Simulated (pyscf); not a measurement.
Optimised with ωB97X-D3(BJ)/def2-SVP in PySCF.

SMILES: FC(F)(F)C(F)(F)F
```xyz
8

F     -1.7930    -0.3496    -0.8695
C     -0.4642    -0.3691    -0.8991
F     -0.0517    -0.1653    -2.1463
F      0.0044     0.6003    -0.1195
C      0.0489    -1.7362    -0.3968
F     -0.4193    -2.7056    -1.1766
F      1.3778    -1.7556    -0.4258
F     -0.3640    -1.9403     0.8503
```
Charge 0, spin multiplicity 1.

Question: What are the homolytic bond dissociation enthalpies (298 K) of F–C(F)(F)–C(F)(F)–F at ωB97M-D3(BJ)/def2-TZVP, weakest first?

Answer: C–C to F–C•(F)–F + F–C•(F)–F: 404.6 kJ/mol; C–F to F• + F–C•(F)–C(F)(F)–F: 519.1 kJ/mol. Ring and multiple bonds, and those that leave no two simple radicals, are not listed. Other isomers of F–C•(F)–C(F)(F)–F were not searched in full and may lie lower. Left out: the spin-orbit lowering of F.
